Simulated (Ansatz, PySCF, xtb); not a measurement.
Potential energy curve for NaCl, singlet.

Levels: GFN1-xTB (xtb); RMP2/6-31G* = restricted MP2 (frozen core)/6-31G*, spherical d run with PySCF; UKS-B3LYP/6-311+G** = unrestricted B3LYP/6-311+G**, spherical d in PySCF 2.14.0; UCCSD(T) = CCSD(T) on UHF/aug-cc-pVTZ, frozen core run with Ansatz (an electronic-structure program).

Energies relative to the lowest point of each curve near equilibrium, in kJ/mol; the last columns give the difference from UCCSD(T):

| R / Å | GFN1-xTB | RMP2/6-31G* | UKS-B3LYP/6-311+G** | UCCSD(T) | GFN1-xTB − UCCSD(T) | RMP2/6-31G* − UCCSD(T) | UKS-B3LYP/6-311+G** − UCCSD(T) |
|---|---|---|---|---|---|---|---|
| 1.89 | 109.7 | 159.3 | 153.0 | 169.3 | -59.6 | -10.0 | -16.3 |
| 2.01 | 38.7 | 77.2 | 72.5 | 83.0 | -44.3 | -5.8 | -10.5 |
| 2.12 | 10.3 | 33.7 | 30.5 | 36.8 | -26.5 | -3.1 | -6.3 |
| 2.22 | 0.9 | 11.7 | 10.0 | 13.3 | -12.3 | -1.6 | -3.3 |
| 2.31 | 0.0 | 2.1 | 1.6 | 2.7 | -2.7 | -0.5 | -1.0 |
| 2.36 | 1.4 | 0.0 | 0.0 | 0.0 | 1.4 | 0.0 | 0.0 |
| 2.47 | 7.5 | 1.5 | 2.0 | 0.1 | 7.4 | 1.4 | 1.9 |
| 2.53 | 12.0 | 5.0 | 5.4 | 2.7 | 9.3 | 2.4 | 2.8 |
| 2.63 | 20.6 | 14.1 | 13.9 | 9.9 | 10.7 | 4.1 | 3.9 |
| 2.73 | 30.2 | 25.8 | 24.5 | 19.7 | 10.5 | 6.1 | 4.8 |
| 2.94 | 52.0 | 55.2 | 50.6 | 44.7 | 7.4 | 10.5 | 5.9 |
| 3.15 | 75.1 | 86.6 | 78.1 | 71.9 | 3.2 | 14.7 | 6.2 |
| 3.51 | 114.3 | 138.5 | 122.6 | 117.4 | -3.1 | 21.1 | 5.2 |
| 3.92 | 155.8 | 190.1 | 166.0 | 163.1 | -7.3 | 27.0 | 2.9 |
| 4.24 | 185.2 | 224.5 | 194.1 | 193.6 | -8.4 | 30.8 | 0.5 |
| 4.67 | 220.0 | 263.0 | 223.8 | 228.2 | -8.2 | 34.8 | -4.4 |
| 5.13 | 251.1 | 296.1 | 245.4 | 258.5 | -7.4 | 37.6 | -13.0 |
| 5.73 | 282.8 | 330.5 | 264.2 | — | — | — | — |
| 6.42 | 309.3 | 361.7 | 278.0 | — | — | — | — |
| 7.12 | — | 386.7 | 287.2 | — | — | — | — |
| 8.33 | — | 417.8 | 297.1 | — | — | — | — |
| 9.36 | — | 435.8 | 302.5 | — | — | — | — |

GFN1-xTB is furthest from UCCSD(T) at 1.89 (-59.6 kJ/mol, below); its mean absolute difference over the points is 13.5 kJ/mol.

RMP2/6-31G* is furthest from UCCSD(T) at 5.13 (37.6 kJ/mol, above); its mean absolute difference over the points is 12.5 kJ/mol.

UKS-B3LYP/6-311+G** is furthest from UCCSD(T) at 1.89 (-16.3 kJ/mol, below); its mean absolute difference over the points is 5.2 kJ/mol.

A dash means that the run gave no value there, or that the column was ended at a point which the program doubted or which failed a test of continuity chosen for this set; such a test can also cut sound points.

The restricted form behind RMP2/6-31G* keeps the bonding electrons paired and can't separate into open-shell fragments. The unrestricted determinant behind UKS-B3LYP/6-311+G** is spin-contaminated at 4.67 to 9.36 Å (<S²> up to 0.5, against 0.00 for a pure singlet). The unrestricted determinant behind UCCSD(T) is spin-contaminated at 5.73 to 9.36 Å (<S²> up to 1.0, against 0.00 for a pure singlet).
